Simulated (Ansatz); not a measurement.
Calculated with Ansatz (gas phase, PBE0-D4/def2-TZVP geometries, no zero-point term in ΔE). CCSD(T)/CBS is extrapolated from def2-TZVPP and def2-QZVPP, frozen cores. DFT in def2-TZVPP. Open shells (•) are unrestricted, without spin–orbit coupling.

SiH₄ → H• + `[SiH3]`•  (homolysis of the H–Si bond)

| level | ΔE (kcal/mol) |
| --- | --- |
| LC-ωPBE | 92.2 |
| CCSD(T)/cc-pV(D+d)Z | 92.2 |

(1) What does CCSD(T)/CBS give? (Estimate.)

(2) What do rigid-rotor, harmonic-oscillator terms from PBE0-D4/def2-TZVP frequencies (298.15 K, 1 bar) make of the CCSD(T)/CBS value? (Best estimate.)

Largest T1 diagnostic among the species: 0.015.

## Answers

(1) Computed: +96.7 kcal/mol. The listed levels differ from it by -4.5, -4.5 kcal/mol.

(2) The calculation gave: ΔZPE = -6.2 kcal/mol, ΔH = +92.0 kcal/mol, ΔS = 127 J/(mol·K), ΔG = +82.9 kcal/mol. Open shells count their whole term as degenerate.

At CCSD(T), def2-SVP lies −4.5 kcal/mol from the extrapolated value and def2-TZVPP −1.4 kcal/mol: correlation converges slowly with the basis, and small sets miss more of it in the bonded molecule than in its fragments. Leaving LDA and LC-ωPBE aside and taking each functional with its dispersion term where it has one, the values, not all of them listed here, spread over 6.8 kcal/mol, from revPBE-D4 to ωB97M-V. LDA lies +9.4 kcal/mol from PBE without D4, its usual overbinding.
